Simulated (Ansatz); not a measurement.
Basis-set extrapolation for C$_{3}$H$_{2}$O$_{3}$ (`O=c1occo1`) (PBE0-D4/def2-TZVP geometry, frozen core, Ansatz 0.2.0). Multiplicity 1, RHF reference.

|  | def2-TZVPP | def2-QZVPP |
| --- | --- | --- |
| HF | -339.480106 | -339.495033 |
| MP2 correlation | -1.142469 | -1.228052 |
| CCSD(T) correlation | -1.201733 | not run |

Energies in hartree. Use E(X) = E(∞) + A·exp(−7.88·√X) for Hartree–Fock and E(X) = E(∞) + B·X^(−2.97) for correlation, with X = 3 and 4, and add CCSD(T) minus MP2 of the smaller set to the MP2 limit.

What is the CCSD(T) energy at the basis-set limit?

HF limit: -339.495033 + (-0.014927) × 0.13774 = -339.49709. MP2 limit: -1.228052 + (-0.085583) × 0.74074 = -1.29145. Higher-order term: -1.201733 − (-1.142469) = -0.05926. Total: -340.84780 hartree, 104.1 kcal/mol below CCSD(T)/def2-TZVPP.
